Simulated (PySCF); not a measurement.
# NaMg⁻ at CAM-B3LYP

Level: CAM-B3LYP. PySCF, spin-free X2C with a Gaussian nucleus, basis sets Na aug-cc-pVDZ-DK, Mg aug-cc-pVDZ-DK.

```json
{
  "state": "¹Σ⁺ (singlet), closed shell",
  "bond length": "3.894 Å",
  "harmonic wavenumber": "66.4 cm⁻¹",
  "force constant": "0.0305 mdyn/Å",
  "rotational constant Be": "0.09469 cm⁻¹",
  "anharmonicity ωexe": "1.02 cm⁻¹",
  "vibration–rotation constant αe": "0.00199 cm⁻¹",
  "well depth De to Na⁻ + Mg": "0.16 eV",
  "dissociation energy D0": "0.16 eV",
  "HOMO–LUMO gap": "2.02 eV",
  "bond order (Mayer)": "0.42",
  "dipole moment (positive dipole points towards Mg; it is taken about the centre of mass and depends on that origin)": "5.14 D"
}
```

Closed-shell solutions of metal pairs were not tested for spin polarisation, which can lower them a little. The bond is weak. Basis-set superposition, not corrected here, can be much of De in a small basis, most of all at correlated wavefunction levels. For an ion De counts to the pair picked by the measured ionisation energies or electron affinities, which need not be the lowest pair at this level.
